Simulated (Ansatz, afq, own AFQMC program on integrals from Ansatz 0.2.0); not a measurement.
Atomization energy of CH, doublet

```yaml
atoms:
  - { symbol: C, position_ang: [0.0000, 0.0000, 0.0000] }
  - { symbol: H, position_ang: [0.0000, 0.0000, 1.1225] }
```

Atoms in their ground-state spins without spin–orbit coupling (mostly on UHF) minus the molecule (ROHF), without zero-point energy. The geometry is a stationary point, not shown to be a minimum.

Basis cc-pVQZ. Noble-gas cores (and the filled d shells of Ga–Kr and In–Xe) are frozen. AFQMC by an in-house program on the Cholesky factors that Ansatz 0.2.0 writes for its CCSD(T) run. ph-AFQMC/CISD is guided by a CISD state made of CCSD amplitudes; releasing the constraint for a short imaginary time cuts its bias at the price of noise, slowly where states lie close. Free projection: walkers drawn from exp(T), propagated without any constraint. Its projection time is finite, and what remains of the start isn't in its error. Error bars are statistical, one sigma. The errors of all members are added in quadrature.

No full CI on the walks' own integrals is used here; CCSDT(Q) serves as the reference and is uncertain by about the last step of the cluster series. Each member takes its own surest rung, up to full CI.

Errors are counted within cc-pVQZ, not against nature.

Cautions: CH (doublet): higher spins were not checked, a spin-contaminated unrestricted determinant lies lower (UHF 217 meV lower, ⟨S²⟩ 1.10).

```tsv
level	atomization energy (kcal/mol)
CCSD	82.1
HF	53.9
```

(1) From these cheaper values, estimate the atomization energy at the reference level in cc-pVQZ.

(1) 83.1 kcal/mol (CCSDT(Q) in cc-pVQZ).

```json
{"level": "MP2", "atomization energy (kcal/mol)": "80.0", "error against CCSDT(Q) (kcal/mol)": "-3.1"}
{"level": "CCSD(T)", "atomization energy (kcal/mol)": "83.0", "error against CCSDT(Q) (kcal/mol)": "-0.1"}
{"level": "CCSDT", "atomization energy (kcal/mol)": "83.1", "error against CCSDT(Q) (kcal/mol)": "0.0"}
{"level": "ph-AFQMC/HF", "atomization energy (kcal/mol)": "84.0 ± 0.5", "error against CCSDT(Q) (kcal/mol)": "0.9 ± 0.5"}
{"level": "ph-AFQMC/CISD", "atomization energy (kcal/mol)": "83.1 ± 0.07", "error against CCSDT(Q) (kcal/mol)": "0.0 ± 0.07"}
{"level": "released AFQMC", "atomization energy (kcal/mol)": "83.2 ± 0.09", "error against CCSDT(Q) (kcal/mol)": "0.1 ± 0.09"}
{"level": "free AFQMC", "atomization energy (kcal/mol)": "83.1 ± 0.09", "error against CCSDT(Q) (kcal/mol)": "-0.1 ± 0.09"}
```

Correlation beyond CCSD(T) adds 0.1 kcal/mol. The perturbative (T) step is worth +0.9 kcal/mol.

Free projections are given only where their last times agree within the noise and don't stop above the reference; a slow remainder of the start can still hide under it. A walk keeps the symmetry of its determinant, which the program's search chose and which needn't be the lowest solution, so a lower state of the same spin and another symmetry isn't excluded. Released energies are given only where the last usable release times agree within the noise; a slower fall can still hide under it.
